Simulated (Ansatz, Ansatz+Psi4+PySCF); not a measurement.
```
atom   x (Å)   y (Å)    z (Å)
   B  0.0000  0.0000  -0.1920
   H  0.0000  0.0000   0.9601
```

Basis set: cc-pVTZ (spherical functions). Frozen core: 1 orbital. Charge 0, multiplicity 1.

Computed with Ansatz (development build ahead of 0.2.0); each method stands on the lowest determinant of its kind that the runs found. Restricted open shells among the atoms or ions are ROHF, correlated in semicanonical orbitals with singles.

The atomization energy at this shape (free ground-state atoms in the same class of orbitals less the molecule, no zero-point energy) of singlet BH:

```csv
method,atomization energy
RHF-MP2,3.40 eV
```

Problem. What does RHF give?

Solution. 2.72 eV.
